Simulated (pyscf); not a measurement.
Single points on ωB97X-D3(BJ)/def2-SVP structures (PySCF, gas phase). MP2 and CC: frozen core, UHF for open shells. ΔMP2 is the change of the MP2 total energy from the triple- to the quadruple-zeta basis.

Problem. For H₂B–O–BH₂ + HCl → H₂B–Cl + H₂B–OH, a four-centre exchange (singlet surface; B–O, Cl–H broken, B–Cl, H–O formed), PBE/def2-TZVP gives ΔE‡ = 43.1 kJ/mol and ΔE = +17.4 kJ/mol (zero: the separated reactants). In which direction and how far do r²SCAN/def2-TZVP, M06-2X/def2-TZVP, CCSD(T)/def2-TZVPP + ΔMP2(QZVPP) move these?

Solution. r²SCAN: ΔE‡ = 46.3 kJ/mol, ΔE = +18.3 kJ/mol; M06-2X: ΔE‡ = 56.5 kJ/mol, ΔE = +20.1 kJ/mol; CCSD(T): ΔE‡ = 62.3 kJ/mol, ΔE = +14.3 kJ/mol. PBE's barrier lies under all of them, by 3.2 to 19.2 kJ/mol. Its reaction energy lies among theirs. On the product side the descent ends in an adduct with a B–O contact, 37.9 kJ/mol under the separated species and 81.0 kJ/mol under the saddle at ωB97X-D3(BJ)/def2-TZVP. What is counted as broken (B–O) persists as a longer contact in the product adduct; parting that adduct is a step of its own. This is the saddle that the search found; another between the same sides may lie lower. The CCSD(T) − MP2 part came from Ansatz, without density fitting, on the same reference.
